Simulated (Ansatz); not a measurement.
# Te (model structure, started from the omega type, P6/mmm, No. 191, 3 atoms in the cell): properties by level of theory

```csv
level (code),lattice parameter a (Å),c axis length (Å)
PBE (Ansatz),5.684,3.127
PBEsol (Ansatz),5.569,3.086
PBE-D3(BJ) (Ansatz),[?],3.091
```

Task: Fill in the missing entries.

Result: 
- PBE-D3(BJ) (Ansatz, a program for electronic structure), lattice parameter a (Å): 5.575

Ansatz's density-functional and Hartree–Fock values are scalar-relativistic unless marked +SOC, with PAW data made under PBE.

The computed numbers hold no vibrational or temperature effects.

A model structure was made by putting elements into a prototype or built by hand; it is no filed structure, need not be a known phase, and can be a saddle point held by its symmetry.
